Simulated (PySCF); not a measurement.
A GIAO shielding run with PySCF 2.14 (density fitting, non-relativistic, gas phase) on SMILES Sc1ccsc1, C4H4S2:

```
$ OMP_NUM_THREADS=1 python probes_run.py task.json out

{"job": {"kind": "nmr", "xc": "PBE0", "basis": "pcSseg-1"}, "charge": 0, "multiplicity": 1}
S      2.318143    -0.211306    -0.590877
C      0.615492     0.128911    -0.282131
C     -0.227917    -0.678314     0.524074
C     -1.488761    -0.186884     0.593133
S     -1.676804     1.260042    -0.315157
C     -0.029031     1.208468    -0.801947
H      2.352223    -1.323476     0.140216
H      0.099856    -1.573799     1.021375
H     -2.325862    -0.589995     1.126935
H      0.371545     1.971006    -1.438149
```

Hardware: 1 thread of an Intel Xeon, shared host. The job also computes population analyses, field gradients, ring-centre shieldings.

(1) How large is the calculation?

(2) How long does it take, and how much memory does it need?

Results:

(1) 60 electrons, 136 basis functions and 750 auxiliary functions.

(2) 15 s of wall time, with 13 SCF cycles and 5 response iterations; peak memory 0.8 GiB. Times on a shared host scatter by some tens of per cent.
